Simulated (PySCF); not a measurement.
**Diatomics with 22 electrons**

CCSD(T) in PySCF with def2-TZVPP on every atom, for the lowest determinant that a PBE0 search found; no spin–orbit coupling. All have 22 electrons, 10 of them in the valence shells, and the same state, a singlet (closed shell). For ions De leads to the atom and ion picked by measured ionisation energies and electron affinities.

| species | difference of nuclear charges | Re (Å) | ωe (cm⁻¹) | k (mdyn/Å) | De (eV) | dissociates to |
| --- | --- | --- | --- | --- | --- | --- |
| AlF | 4 | 1.665 | 797 | 4.17 | 6.83 | Al + F |
| SiO | 6 | 1.521 | 1227 | 9.03 | 7.94 | Si + O |
| PN | 8 | 1.502 | 1324 | 9.97 | 5.83 | P + N |
| BCl | 12 | 1.724 | 842 | 3.50 | 5.17 | B + Cl |

(1) Which member of the whole set has the stiffest bond, and how does it compare with the softest?

Correlated steps freeze 6 core orbitals. Where the molecule has an RHF reference, its open-shell atoms are computed with UHF. The CCSD T1 diagnostic is raised in SiO, a sign that a single reference may not be enough there.

Results:

(1) PN with k = 9.97 mdyn/Å, 2.8 times that of BCl.
